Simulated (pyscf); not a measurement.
Structures and frequencies: ωB97X-D3(BJ)/def2-SVP in PySCF. MP2 and CC: frozen core, UHF for open shells. ΔMP2 is the change of the MP2 total energy from the triple- to the quadruple-zeta basis.

### Question
How much does it cost (ΔH, 298 K, CCSD(T)/def2-TZVPP + ΔMP2(QZVPP)) to split `[PH2][PH][PH2]` at its P–P bond into PH₂• + •HP–PH₂?

### Answer
P–P to PH₂• + •HP–PH₂: 54.0 kcal/mol. Other isomers of •HP–PH₂ were not searched in full and may lie lower. The CCSD(T) − MP2 part came from Ansatz, without density fitting, on the same reference.
